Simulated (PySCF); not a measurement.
# Worked example for `BN` (BH4N): proton affinity at atom N2

Numbering: `[BH2:1][NH2:2]`

Energies: ωB97X-D3(BJ)/def2-TZVP (PySCF, density fitting, integration grid level 2) on PBE0-D3(BJ)/def2-SVP structures. Thermal corrections: PBE0-D3(BJ)/def2-SVP frequencies, unscaled, ideal gas at 298.15 K and 1 bar, quasi-RRHO entropy.

Step: `B[NH3+]` → `BN` + H⁺.

| species | charge | multiplicity | E / Eh |
| --- | --- | --- | --- |
| `B[NH3+]` | 1 | 1 | -82.414556 |
| `BN` | 0 | 1 | -82.112868 |

Thermal terms, products less reactant: Δ(H − E) = -27.64 kJ/mol, Δ(G − E) = -53.25 kJ/mol (the bare proton has no electronic energy, H = 5/2 RT). 1 Eh = 2625.50 kJ/mol.

Problem. What are ΔE, ΔH and ΔG of this step?

Solution. ΔE = 0.301688 Eh = 792.08 kJ/mol; ΔH = 764.4 kJ/mol; ΔG = 738.8 kJ/mol, all in the gas phase at 298.15 K and 1 bar. The digits show the arithmetic; the method itself can be off by 10 kJ/mol or more.

Caveats: protonation of a hydridic H, with loss of H₂, was not considered.
